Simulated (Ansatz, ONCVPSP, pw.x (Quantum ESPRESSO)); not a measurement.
Equation-of-state test of one ONCV potential (hydrogen)

```
Element                 : H
Generator               : ONCVPSP 4.0.1.1 (patched build)
Type                    : optimised norm-conserving Vanderbilt (ONCV)
Functional              : PBEsol
Relativity              : scalar-relativistic
Frozen core             : none
Valence charge          : 1
Reference configuration : 1s1
Partial waves           : 1s: rc 1.00 bohr, ncon 3, nbas 6, qcut 6.1 1/bohr, 2 projectors, debl 1 Ha; p scattering state at 0.33 Ha: rc 0.95 bohr, ncon 3, nbas 6, qcut 9.9 1/bohr, 2 projectors, debl 1.3 Ha
Local potential         : polynomial inside 0.75 bohr (lpopt 4, dvloc0 3 Ha)
Core correction         : none
```

Crystal test: fcc H in pw.x 7.5, no spin, 18³ k-points, Fermi–Dirac smearing 0.01 Ry, cutoffs 95/380 Ry. The reference is all-electron LAPW (Ansatz 0.2.0) with the same functional, mesh and smearing; V0 and B0 come from Birch–Murnaghan fits to the pressures at five volumes. Errors are pseudo minus all-electron; Δ is the rms difference of the E(V) curves that follow from these fits, minima aligned, over ±6 % about the mean V0. Mesh and smearing are coarse, so the numbers serve the comparison and aren't converged zero-temperature values; the lattice is a test structure that the element need not adopt.

```json
{"V (Å³/atom)": "2.771", "P all-electron (GPa)": "6.23", "P pseudo (GPa)": "5.47"}
{"V (Å³/atom)": "2.844", "P all-electron (GPa)": "2.90", "P pseudo (GPa)": "2.18"}
{"V (Å³/atom)": "2.917", "P all-electron (GPa)": "-0.10", "P pseudo (GPa)": "-0.79"}
{"V (Å³/atom)": "2.990", "P all-electron (GPa)": "-2.80", "P pseudo (GPa)": "-3.45"}
{"V (Å³/atom)": "3.063", "P all-electron (GPa)": "-5.23", "P pseudo (GPa)": "-5.85"}
```

All-electron: a0 = 2.267 Å (V0 = 2.91 Å³/atom), B0 = 114.1 GPa.

Pseudopotential: mean pressure error (GPa): -0.69; a0 (Å): 2.263; a0 error (%): -0.20; B0 error (%): +0.7; Δ (meV/atom): 0.4.

Problem. At the middle volume, how do free energy and pressure move when the wave cutoff is lowered (ecutrho kept at four times it)?

Solution.

```
cutoff (Ry)  shift of F (meV/atom)  shift of P (GPa)
         43                   +3.7             -0.50
         57                   +2.4             +0.09
         76                   +1.1             -0.14
```

The run at the middle volume (195 k-points, 3 iterations) took about 2.3 s on one core of a shared host (Intel(R) Xeon(R) Platinum 8375C CPU @ 2.90GHz, 64 threads, 496 GiB, load 23).
